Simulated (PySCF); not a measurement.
Cartesian coordinates (Å):
SMILES: [NH2]
```xyz
3

N     -0.0013     0.4283     0.0000
H      0.8039    -0.2117     0.0000
H     -0.8026    -0.2166     0.0000
```
Charge 0, spin multiplicity 2.

Problem. Predict the dipole moment, highest occupied spin orbital and total energy from r2SCAN-D4/def2-TZVP (PySCF 2.14.0).

Solution. 
```
Item                                 Value
-----------------------------  -----------
dipole moment                       1.95 D
highest occupied spin orbital     -7.41 eV
total energy                   -55.8703 Ha
```
